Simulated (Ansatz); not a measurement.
Species: C$_{2}$H$_{2}$O, SMILES `C=C=O` (charge 0, multiplicity 1).

Question: Give a relaxed geometry from Ansatz (a first-principles code) with B3LYP-D3(BJ)/def2-TZVP.

Answer: the end point of this relaxation (outside a Z-matrix the atoms follow the SMILES, hydrogens last).
Bonds (Å): C1–C2 1.308, C1–H4 1.079, C1–H5 1.079, C2–O3 1.159. Bond angles (°): C2–C1–H4 119.6, C2–C1–H5 119.6, H4–C1–H5 120.7, C1–C2–O3 180.0.
